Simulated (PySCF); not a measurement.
How well do the runs reproduce experiment for C2H3F?

**Experimental background.**

From NIST CCCBDB Release 22 (SRD 101), experimental dipoles, for the gas: dipole moment (microwave Stark effect) 1.43 D.

The runs below try to reproduce these values; the comparison stands at the end.

C2H3F.
Numbering: `[CH2:1]=[CH:2][F:3]` (hydrogens: H4, H5 on C1; H6 on C2)

Structure used (GFN2-xTB), in Å, numbered top down from 1:
```xyz
6
C2H3F angstrom
C      0.6896   -0.1172   -0.0374
C     -0.6165    0.0270   -0.0022
F     -1.1954    1.1666    0.4061
H      1.1284   -1.0391   -0.3674
H      1.3491    0.6779    0.2618
H     -1.3520   -0.7132   -0.2826
```

The PySCF runs (gas phase, on this GFN2-xTB geometry; no spin–orbit coupling):

```tsv
level	job	basis functions
PBE0/pcSseg-1	shieldings, charges and field gradients	66
```

## Comparison

**Dipole moment.** Measured: 1.43 D (NIST CCCBDB Release 22 (SRD 101), experimental dipoles).

```csv
level,computed (D),computed − measured (D),% (from the printed values)
PBE0/pcSseg-1,1.43,0.00,0
```

The computed dipoles belong to one fixed geometry; measured ones are averaged over vibrations unless marked μe. Magnitudes are compared, not signs.

No measured geometry was used, and the causes of the misses weren't examined.
